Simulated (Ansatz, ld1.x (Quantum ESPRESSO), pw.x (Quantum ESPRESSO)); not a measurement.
**Se (Z = 34): one change to the ultrasoft potential, in the atom and in the diamond crystal**

selenium (Se), ultrasoft, made with ld1.x (Quantum ESPRESSO) 7.5 (LDA (PW92), scalar-relativistic). Core [Ar] 3d10, reference 4s2 4p4. Waves: 4s (bound): rcut 1.40, rcutus 1.60 bohr; 4s channel at -0.9 Ry: rcut 1.40, rcutus 1.60 bohr; 4p (bound): rcut 1.85, rcutus 2.05 bohr; 4p channel at 2.3 Ry: rcut 1.85, rcutus 2.05 bohr; 4d channel at -0.05 Ry: rcut 1.30, rcutus 1.60 bohr. Local part: all-electron potential smoothed inside 1.70 bohr (lloc = -1). Core correction: none. Augmentation charge: PSQ, inside the norm-conserving radii.

Change: core correction a·sin(br)/r model core inside 1.86 bohr.

Cutoffs, loose and tight: the cutoffs (Ry, on a coarse ladder) from which the occupation-weighted sum of valence levels, in a spherical-Bessel basis at the reference potential, stays within 10 and 1 mRy of its value at 400 Ry. They do not see the model core or the augmentation charge, which bear on the density cutoff. Test errors are all-electron minus pseudo excitation energies from the reference, over the configurations 4s2 4p3; 4s2 4p2; 4s2 4p1; 4s1 4p4; 4s0 4p6; 4s2 4p0; 4s2 4p3.5 (two spin-polarised tests are not counted in the largest error); variants that change the core or the reference have their own tests.

Crystal test: diamond Se in pw.x 7.5, no spin, 8³ k-points, Fermi–Dirac smearing 0.01 Ry, cutoffs set for each file from its atomic test. The reference is all-electron LAPW (Ansatz 0.2.0) with the same functional, mesh and smearing; V0 and B0 come from Birch–Murnaghan fits to the pressures at five volumes. Errors are pseudo minus all-electron; Δ is the rms difference of the E(V) curves that follow from these fits, minima aligned, over ±6 % about the mean V0. Mesh and smearing are coarse, so the numbers serve the comparison and aren't converged zero-temperature values; the lattice is a test structure that the element need not adopt.

All-electron: a0 = 6.169 Å (V0 = 29.35 Å³/atom), B0 = 47.0 GPa.

Problem. Does the change bring the crystal closer to the all-electron result?

Solution. The mean pressure error goes from -0.13 to -0.06 GPa, so the change moves the solid closer to the all-electron pressures. At 80 % of its cutoff the pressure of the changed file moves by -0.07 GPa.

```tsv
quantity	base	changed
outcome (atom)	generated	generated
cutoff, loose (atom)	15 Ry	15 Ry
cutoff, tight (atom)	21 Ry	21 Ry
bound ghosts (atom)	none	none
largest test error (meV) (atom)	+146	-34
cutoffs in pw.x (Ry)	40/380	40/380
a0 (Å)	6.164	6.167
a0 error (%)	-0.09	-0.05
B0 error (%)	+0.1	+0.2
Δ (meV/atom)	0.9	0.4
mean pressure error (GPa)	-0.13	-0.06
```

 The atomic cutoffs weigh occupied waves only.
